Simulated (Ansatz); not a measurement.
hcp Ru, treated with RPBE in Ansatz (PAW).

Numerical settings: plane-wave cutoff 520 eV, 24×24×14 k mesh (along the axes of the cell as run), Fermi–Dirac smearing 0.05 eV, no spin polarisation, scalar-relativistic PAW data made under PBE.

Shape and atoms are relaxed at each volume.

Pressure at four volumes; x = ln(V/13.965 Å³). One pressure is withheld.

| V (Å³/atom) | x | P (GPa) |
|---|---|---|
| 13.406 | -0.0409 | 13.30 |
| 13.965 | 0.0000 | 0.01 |
| 14.244 | 0.0198 | -5.55 |
| 14.523 | 0.0392 | ? |

**Question.** Pass a parabola P(x) through the three rows shown, estimate the bulk modulus and its pressure derivative near zero pressure, and predict the withheld pressure.

**Answer.** Slopes between the rows: (0.01 − (13.30))/(0.0000 − (-0.0409)) = -324.94 and (-5.55 − (0.01))/(0.0198 − (0.0000)) = -280.81 GPa. Their difference over the span 0.0607 is c = 44.13/0.0607 = 727.0 GPa, so P(x) = 13.30 + (-324.94)(x − (-0.0409)) + 727.0 (x − (-0.0409))(x − (0.0000)). At the middle row B = −dP/dx = −[-324.94 + 727.0 × 0.0409] = 295.2 GPa, and B′ = dB/dP = 2c/B = 4.9. At x = 0.0392 the parabola gives -10.44 GPa; the run gives -10.48 GPa. The Birch–Murnaghan fit to the energies at all volumes has B0 = 295 GPa and B′ = 4.9.

Measured, for comparison: bulk modulus 318 GPa (zero-point energy and finite temperature contributions removed, our sources range from 318 to 336; as tabulated in doi:10.1021/acs.jctc.3c00612). Computed (rounded) less measured: bulk modulus -7 % (-7 % to -12 % over the range).

Note: the bulk modulus comes from volumes at which shape and atoms were relaxed.

Ansatz is a quantum-chemistry and plane-wave program.
